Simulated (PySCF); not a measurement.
How far each method lies from RCCSDT for HBGe, triplet

Geometry: a point of a stretch scan, not a stationary point.

```xyz
3

Ge    0.0000    0.0000    1.7195
B     0.0000    0.0000   -0.2208
H     0.0000    0.0000   -1.4988
```

Basis 6-31G (Cartesian d functions); PySCF 2.14.0. Only valence electrons are correlated (noble-gas cores and the filled d shells of p-block atoms frozen), which leaves 8 electrons in 25 orbitals. Prefix R: restricted or restricted open-shell reference. No spin–orbit coupling is included, and no scalar relativity.

Full CI isn't at hand for all of this; RCCSDT serves as the reference. It lacks quadruple excitations, which often exceed the step from CCSD(T) to CCSDT.

```
UHF ⟨S²⟩                          : 2.012
T1 diagnostic (ROHF- or RHF-based CCSD)             : 0.0221
largest doubles amplitude (ROHF- or RHF-based CCSD) : 0.112
```

From what is known of these methods and the diagnostics, rank them by the size of their error in total energy against RCCSDT in 6-31G, smallest first (an estimate: the text doesn't fix the numbers).
A. RCCSD(T)
B. RCCSD
C. RHF
D. RMP2

A (0.56 kcal/mol), B (2.52 kcal/mol), D (16.79 kcal/mol), C (67.00 kcal/mol).

All errors are against RCCSDT in 6-31G. Within each family the higher level lies nearer, as is usual though not guaranteed.
